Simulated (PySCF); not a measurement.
**Working with the constants of MgAl⁻**

ROHF-CCSD(T) constants of MgAl⁻, ³Σ⁻ (triplet), unpaired electrons π ↑↑ (PySCF, no relativity, basis sets Mg aug-pcseg-1, Al aug-pcseg-1; masses 23.9850 and 26.9815 u):

- ωe: 197.9 cm⁻¹
- ωexe: 2.8 cm⁻¹
- Be: 0.16198 cm⁻¹
- αe: 0.00239 cm⁻¹
- De to Mg + Al⁻: 0.56 eV

Q: What force constant and bond length do these constants imply?

A: Reduced mass μred = 12.698 u; k = 5.8918×10⁻⁷·μred·ωe² (u, cm⁻¹, mdyn/Å) = 0.293 mdyn/Å; Re = √(16.8576/(μred·Be)) (u, cm⁻¹, Å) = 2.863 Å.

Q: Estimate the centrifugal constant D from the Kratzer relation and find the Dunham coefficient a1.

A: D = 4Be³/ωe² = 4.34e-07 cm⁻¹; a1 = −1 − αeωe/(6Be²) = -4.00.

Correlated steps freeze 6 core orbitals. Correlated levels converge slowly with the basis: in double zeta they bind strong bonds too weakly, by up to about 1 eV, and carry superposition errors of some tenths. For an ion De counts to the pair picked by the measured ionisation energies or electron affinities, which need not be the lowest pair at this level. The state is the lowest determinant that a PBE0 search found; another state may lie lower at other levels.
